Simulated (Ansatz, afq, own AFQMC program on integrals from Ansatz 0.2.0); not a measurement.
Integrals from Ansatz 0.2.0, then the random walk in our own AFQMC program (afq).

```yaml
crystal:
  periodic: [false, false, false]
  atoms:
    - {symbol: C, position_ang: [0.000000, 0.000000, 0.000000]}
    - {symbol: H, position_ang: [1.646287, 0.020929, -0.000351]}
    - {symbol: H, position_ang: [-0.841270, 1.415255, -0.004220]}
    - {symbol: H, position_ang: [-0.805017, -1.436184, 0.004572]}
basis:
  gaussian: {orbitals: cc-pVDZ}
total_charge: 1
magnetization: {spin_polarized: false}
correlation: {method: ccsd_t, electrons: outside_noble_gas, hamiltonian_folder: ham}
```

```sh
$ ansatz run in.yaml --threads 1 --pin off --events-out ev --progress --plain --max-ram 24576MiB --backend cuda --devices 0, --max-vram 18GiB
```

afq runs on the folder ham with

```
--method phaseless --trial cisd --walkers 4000 --populations 20 --least-time 60 --time-step 0.005 --steps-per-block 50 --equilibration-blocks 40 --max-blocks 4000 --target-error 0.00029 --factor-cut 1e-05 --seed 2966 --release-times 0.24,0.51,0.99,1.62,2.4 --release-step 0.03 --release-every 3 --taylor-order 6
```

Times are imaginary, in 1/Eh. The walk had a cap of 122 s. With eight or more populations the least sampling time is a fifth of least-time, and the error comes from their spread.

afq prints:

```
orbitals 28  electrons 3 3  factors 195 of 271
reference energy -38.96736848 Eh
CCSD correlation -0.16904060 Eh in 10 cycles, weight of the determinant in the CISD state 0.8820
energy of the start -39.136393 Eh
 block  time / (1/Eh)  mean weight  energy / Eh
     1     0.250  0.9999  -39.134945
     2     0.500  1.0000  -39.135717
     3     0.750  0.9997  -39.136989
     4     1.000  1.0000  -39.137949
     5     1.250  0.9999  -39.138846
     7     1.750  0.9996  -39.139947
     9     2.250  0.9999  -39.140910
    11     2.750  1.0001  -39.141413
    15     3.750  1.0001  -39.141637
    19     4.750  1.0000  -39.141402
    23     5.750  0.9999  -39.141810
    27     6.750  0.9999  -39.143160
    31     7.750  1.0003  -39.143218
    35     8.750  0.9999  -39.142130
    39     9.750  1.0001  -39.141791
    43    10.750  1.0002  -39.142569
    47    11.750  1.0004  -39.143024
    51    12.750  1.0001  -39.143297
    55    13.750  1.0000  -39.143549
    59    14.750  1.0001  -39.142714
    63    15.750  1.0002  -39.141742
    67    16.750  1.0001  -39.142620
    71    17.750  0.9997  -39.142279
    75    18.750  1.0001  -39.142240
    79    19.750  1.0003  -39.142713
    83    20.750  0.9997  -39.144024
    85    21.250  1.0000  -39.144830
    87    21.750  0.9999  -39.142303
    89    22.250  1.0001  -39.142493
error from the spread of 20 populations
released: time / (1/Eh)  energy / Eh  error  mean overlap
  0.24  -39.142862  0.000190  0.9988
  0.51  -39.143113  0.000105  0.9976
  0.99  -39.143294  0.000097  0.9980
  1.62  -39.143418  0.000133  0.9968
  2.40  -39.143612  0.000121  0.9961
energy -39.142699 +/- 0.000156 Eh
(rows thinned)
```

The run passed its tests (sampling time, drift between the halves within three errors, error under three times the target), which doesn't prove that it has relaxed.

Against this walk (error 4.2 meV) on the same determinant: CCSD(T) 23.8 meV higher, CCSDT(Q) 20.5 meV lower, CCSDTQ 22.2 meV lower, full CI 22.9 meV lower. The error is statistical and leaves out the bias of the constraint. The released energies are still falling (meV from the phaseless value at times in 1/Eh: -4 ± 5 at 0.24, -11 ± 3 at 0.51, -16 ± 3 at 0.99, -20 ± 4 at 1.62, -25 ± 3 at 2.40), so they give no level; they do show a bias of the constraint, and the last of them that isn't too noisy lies 2 meV below full CI. Full CI is exact here, so the walk's 23 meV above it is the walk's own error: the bias of the constraint with this trial.

Cautions: constraint bias not in the error.

The walk took 18 s on 1 × NVIDIA H100 80GB HBM3 with 2 threads of AMD EPYC 7R13 Processor (Zen 3), on a shared host (the card was shared). The log's last line is the phaseless energy.

CCSDT and higher add their correlation energy to the determinant of the CCSD(T) run, since their own runs factorise the integrals more tightly (a shift of under 2 meV). A walk keeps the symmetry of its determinant, which the program's search chose and which needn't be the lowest solution, so a lower state of the same spin and another symmetry isn't excluded.
